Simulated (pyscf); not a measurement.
Thermochemistry of product channels of Cl–BH–Cl + HCl on the singlet surface, in eV, from ωB97M-D3(BJ)/def2-TZVP energies (ideal gas, 1 atm, RRHO with modes under 100 cm⁻¹ raised to 100, one conformer, R ln 2 for rigid chiral ones). Optimised with ωB97X-D3(BJ)/def2-SVP in PySCF.

```json
[
 {"products": "Cl–B(Cl)–Cl + H₂", "ΔE": "-0.56", "ΔH(298 K)": "-0.64", "ΔG(900 K)": "-0.37", "ΔG(1200 K)": "-0.30"},
 {"products": "Cl–Cl + H₂B–Cl", "ΔE": "+2.71", "ΔH(298 K)": "+2.71", "ΔG(900 K)": "+2.70", "ΔG(1200 K)": "+2.70"}
]
```

These are energies of the channels, which say nothing of barriers.
